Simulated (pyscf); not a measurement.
Elementary routes open to HCl (SMILES Cl) + HO–Si:–Cl (SMILES O[Si]Cl) [singlet] in the gas phase (singlet surface):
A. Cl–Si:–Cl (SMILES Cl[Si]Cl) [singlet] + H₂O (SMILES O) (Cl–H, O–Si broken; Cl–Si, H–O formed)
B. O=Si(Cl)–Cl (SMILES O=[Si](Cl)Cl) + H₂ (SMILES [H][H]) (H–O, Cl–H broken; Cl–Si, H–H formed)

Structures and frequencies: ωB97X-D3(BJ)/def2-SVP in PySCF.

**Question.** Rank the routes by free-energy barrier at 600 K, lowest first, for ωB97M-D3(BJ)/def2-TZVP energies (ideal gas, 1 atm, RRHO with modes under 100 cm⁻¹ raised to 100, one conformer, R ln 2 for chiral ones without a mode under 150 cm⁻¹).

**Answer.** A (1.24 eV), B (3.90 eV)

Route A is the fastest of these, ahead of the next by 2.66 eV. The most stable products are those of B (ΔG = +0.02 eV), whose barrier is 2.66 eV higher: the kinetic and the thermodynamic product differ. At 1200 K A is still the fastest. A: On the product side the descent ends in an adduct with a O–Si contact, 0.65 eV under the separated species and 0.81 eV under the saddle at ωB97X-D3(BJ)/def2-TZVP. Only these routes are compared; each barrier is that of the saddle found, and lower ones may exist. A restricted solution here is unstable towards spin polarisation, so biradical character is likely and single-reference numbers are less safe.
